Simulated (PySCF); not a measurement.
Species: C3H6ClF.
SMILES with atom numbers: `[F:1][CH2:2][CH2:3][CH2:4][Cl:5]` (hydrogens: H6, H7 on C2; H8, H9 on C3; H10, H11 on C4)

The same species was optimised twice, with GFN2-xTB and with PBE0-D3(BJ)/def2-SVP (PySCF), and the same property calculations (PySCF, gas phase) were run on both structures.

```tsv
coordinate	GFN2-xTB	PBE0-D3(BJ)/def2-SVP	change
C2–C3 (Å)	1.523	1.510	-0.013
C3–H8 (Å)	1.090	1.102	+0.012
C3–H9 (Å)	1.092	1.103	+0.011
C2–H7 (Å)	1.094	1.103	+0.009
C2–H6 (Å)	1.094	1.103	+0.009
C4–H11 (Å)	1.089	1.098	+0.009
C4–H10 (Å)	1.090	1.098	+0.008
C3–C4 (Å)	1.521	1.514	-0.007
C4–Cl5 (Å)	1.787	1.792	+0.005
F1–C2 (Å)	1.375	1.376	+0.001
F1–C2–H7 (°)	106.6	108.6	+2.0
H8–C3–H9 (°)	108.7	107.1	-1.6
H6–C2–H7 (°)	110.3	108.8	-1.5
C2–C3–C4 (°)	111.9	113.4	+1.5
F1–C2–H6 (°)	106.9	108.3	+1.4
C3–C4–Cl5 (°)	110.8	111.9	+1.1
H10–C4–H11 (°)	110.1	109.0	-1.1
C3–C2–H6 (°)	111.4	110.5	-0.9
F1–C2–C3–C4 (°)	-68	-60	+8
C2–C3–C4–Cl5 (°)	-69	-66	+3
```

Rotational constants: A = 8095, B = 1948, C = 1841 MHz (GFN2-xTB) against A = 7673, B = 2022, C = 1889 MHz (PBE0-D3(BJ)/def2-SVP). Point groups within 0.08 Å: C1 and C1.

On the GFN2-xTB structure: HOMO (eV) -8.50 [PBE0/pcSseg-1]; LUMO (eV) 0.91 [PBE0/pcSseg-1]; dipole (D) 2.00 [PBE0/pcSseg-1]; GIAO shielding of F1 (ppm) 427.4 [PBE0/pcSseg-1]; GIAO shielding of C2 (ppm) 105.4 [PBE0/pcSseg-1]; GIAO shielding of C3 (ppm) 148.1 [PBE0/pcSseg-1]; GIAO shielding of C4 (ppm) 140.0 [PBE0/pcSseg-1]; GIAO shielding of Cl5 (ppm) 879.2 [PBE0/pcSseg-1].

Task: What do these properties become on the PBE0-D3(BJ)/def2-SVP structure?

Result: 
| property | level | on GFN2-xTB | on PBE0-D3(BJ)/def2-SVP | change |
| --- | --- | --- | --- | --- |
| HOMO (eV) | PBE0/pcSseg-1 | -8.50 | -8.47 | +0.03 |
| LUMO (eV) | PBE0/pcSseg-1 | 0.91 | 0.91 | 0.00 |
| dipole (D) | PBE0/pcSseg-1 | 2.00 | 2.24 | +0.24 |
| energy, GFN2-xTB geometry as zero (kcal/mol) | PBE0/pcSseg-1 | 0.0 | -0.5 | -0.5 |
| GIAO shielding of F1 (ppm) | PBE0/pcSseg-1 | 427.4 | 427.6 | +0.2 |
| GIAO shielding of C2 (ppm) | PBE0/pcSseg-1 | 105.4 | 106.0 | +0.6 |
| GIAO shielding of C3 (ppm) | PBE0/pcSseg-1 | 148.1 | 148.5 | +0.4 |
| GIAO shielding of C4 (ppm) | PBE0/pcSseg-1 | 140.0 | 139.1 | -0.9 |
| GIAO shielding of Cl5 (ppm) | PBE0/pcSseg-1 | 879.2 | 882.8 | +3.6 |

The heavy atoms differ by 0.064 Å rms after alignment. Among all bonds C2–C3 and C3–H8 change most and about equally (-0.013 to +0.012 Å). Changes are differences of the printed values. Neither structure is proved a minimum here.

Shape of the structure used: `[F:1][CH2:2][CH2:3][CH2:4][Cl:5]`: F1–C2–C3–C4 -60°, C2–C3–C4–Cl5 -66°.
